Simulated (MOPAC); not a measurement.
MOPAC input (PM6):

```
PM6 PRECISE GNORM=0.05 LET XYZ UHF MS=0.5 GEO-OK AUX(PRECISION=9) THREADS=1
C4H3S

S     0.00108380 1    0.01823548 1    1.13620484 1
C     0.00261406 1    1.29542196 1   -0.04692498 1
C    -0.00253788 1   -1.20240713 1   -0.07753578 1
C     0.00033218 1    0.73061502 1   -1.26663996 1
C    -0.00262290 1   -0.67651780 1   -1.34119242 1
H     0.00501141 1    2.32821230 1    0.25581372 1
H    -0.00440903 1   -2.24242826 1    0.20719009 1
H    -0.00465585 1   -1.26022405 1   -2.24852233 1
```

What heat of formation does the run end on?

83.02 kcal/mol.

The determinant is spin-contaminated: <S^2> is 0.86 against 0.75 for a pure state.
